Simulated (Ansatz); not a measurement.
We consider rutile SnO2, described by PBE-D4 (plane waves, PAW; Ansatz, an electronic-structure program).

Numerical settings: plane-wave cutoff 500 eV, 8×8×10 k mesh (along the axes of the cell as run), gaussian smearing 0.02 eV, scalar-relativistic PAW data made under PBE.

Cell (relaxed at this level):

Space group P4₂/mnm (No. 136); a = 4.7892 Å, b = 4.7892 Å, c = 3.2282 Å, α = 90.00°, β = 90.00°, γ = 90.00°

```
atom  site  symmetry       x       y       z
----  ----  --------  ------  ------  ------
Sn      2a      m.mm  0.0000  0.0000  0.0000
O       4f      m.2m  0.3062  0.3062  0.0000
```

**Question.** What does this level give for the band gap?

**Answer.** 
- band gap = 0.86 eV (on the SCF k mesh)

Measured, for comparison: band gap 3.81 eV (zero-point renormalisation of 215 meV (computed, non-adiabatic AHC, without the lattice-expansion part) added back here to the 1.8 K gap of; inputs from Miglio et al. (2020), arXiv:2011.12765).

Spin–orbit coupling is not included.

The result took around 50 core-seconds (rough).
